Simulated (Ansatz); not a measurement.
A nudged elastic band was laid between two geometries of C4H6OS (12 atoms, charge 0, multiplicity 1).

The calculation used RKS PBE/STO-3G in Ansatz 0.2.0.

```
movable images  : 5
climbing image  : yes
spring          : 5.0 eV/Å²
optimiser       : quadratic models (default)
start path      : IDPP
force threshold : 0.03 eV/Å
iteration limit : 60
end points      : relaxed
```

First end point:

```xyz
12
Properties=species:S:1:pos:R:3
C -0.163 -0.965 -1.227
C 0.053 -0.256 -0.089
C 0.740 -0.873 1.139
C -0.375 1.194 0.034
O -1.001 1.629 -1.173
S -0.183 2.185 1.327
H 0.146 -2.019 -1.321
H -0.658 -0.505 -2.098
H 1.009 -1.927 0.946
H 1.659 -0.308 1.394
H 0.072 -0.828 2.022
H -1.224 2.617 -0.921
```

Last end point:

```xyz
12
Properties=species:S:1:pos:R:3
C -0.771 -1.025 -0.900
C -0.056 -0.267 -0.031
C 0.683 -0.878 1.170
C 0.055 1.237 -0.197
O -0.685 1.662 -1.341
S 0.883 2.288 0.752
H -0.854 -2.119 -0.784
H -1.294 -0.569 -1.756
H 1.767 -0.650 1.117
H 0.304 -0.450 2.119
H 0.548 -1.975 1.193
H -0.504 2.690 -1.308
```

Q: What changes between the two ends?

A: No bond is made or broken. The dihedral C1–C2–C3–H9 goes from 0 to 121°. The two ends are copies of one structure, up to a mirror image or an exchange of like atoms.

Q: What energy profile does the band end with?

A: The forces met the threshold. The highest image is number 3 of 0 to 6, 0.004 eV above the ends, which have the same energy within 2 meV. The top lies less than 8 meV above the higher end, about what the thresholds resolve: that end is a shoulder or a very shallow well. A vibrational analysis at the climbing image gives no mode beyond 40i cm⁻¹: the surface is too flat there to confirm a saddle point. Limits of this set-up: minimal basis.

| image | path coordinate (Å) | energy (eV) | dihedral C1–C2–C3–H9 (°) |
| --- | --- | --- | --- |
| 0 | 0.00 | 0.000 | 0 |
| 1 | 0.60 | 0.002 | 19 |
| 2 | 1.21 | 0.004 | 39 |
| 3 | 1.81 | 0.004 | 60 |
| 4 | 2.44 | 0.004 | 81 |
| 5 | 3.06 | 0.002 | 102 |
| 6 | 3.68 | 0.000 | 121 |

Q: What is the geometry of the highest image?

A: 
```xyz
12
Properties=species:S:1:pos:R:3:forces:R:3
C -0.656 -1.038 -0.982 0.00 0.00 0.00
C -0.036 -0.274 -0.045 0.00 0.00 0.00
C 0.695 -0.877 1.168 0.00 0.00 0.00
C -0.027 1.240 -0.143 0.00 0.00 0.00
O -0.738 1.668 -1.301 0.00 0.00 0.00
S 0.679 2.293 0.901 0.00 0.00 0.00
H -0.667 -2.139 -0.919 0.00 0.00 0.00
H -1.172 -0.578 -1.840 0.00 0.00 0.00
H 1.516 -1.547 0.846 0.00 0.00 0.00
H 1.117 -0.043 1.765 0.00 0.00 0.00
H 0.001 -1.463 1.801 0.00 0.00 0.00
H -0.636 2.703 -1.216 0.00 0.00 0.00
```

The band took 10 iterations and roughly 4 core-minutes.

Run time: 3.8 min on 1 thread of Arm Neoverse N1 (shared host), peak memory 0.1 GiB.
